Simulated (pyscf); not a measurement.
Optimised with ωB97X-D3(BJ)/def2-SVP in PySCF.

Q: For the elementary gas-phase step F–SiH₂–F (SMILES F[SiH2]F) + F–F (SMILES FF) → F–SiH(F)–F (SMILES F[SiH](F)F) + HF (SMILES F) (singlet surface; H–Si, F–F broken, F–Si, F–H formed), what barrier and reaction energy does HF/def2-TZVP give, measured from the separated reactants?

A: ΔE‡ = 2.84 eV, ΔE = -7.58 eV. ωB97M-D3(BJ)/def2-TZVP gives 0.86 eV and -7.09 eV. Zero-point energy shifts the barrier by -0.04 eV. It is a four-centre exchange, with an imaginary mode of 526i cm⁻¹. At the saddle there is also a short F–Si contact that neither side keeps. This is the saddle that the search found; another between the same sides may lie lower. A restricted solution here is unstable towards spin polarisation, so biradical character is likely and single-reference numbers are less safe.
